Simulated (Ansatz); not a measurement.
O2S (`O=S=O`). Charge 0, multiplicity 1.

| atom | x (Å) | y (Å) | z (Å) |
| --- | --- | --- | --- |
| O1 | 0.6044 | 0.2560 | -1.0710 |
| S2 | 0.2686 | 0.2461 | 0.3202 |
| O3 | -0.8730 | -0.5022 | 0.7507 |

Problem. Give the diagnostics of a CCSD(T)/def2-TZVPP run (frozen core, the Gaussian-basis code of Ansatz). (Best estimate.)

Solution. Computed: T1 = 0.0206, largest single amplitude 0.051, largest double 0.085, (T) share of the correlation energy 4.9 %, 10 CCSD cycles. The RHF solution is stable towards an unrestricted one. T1 lies over the customary mark of 0.02 for closed shells.
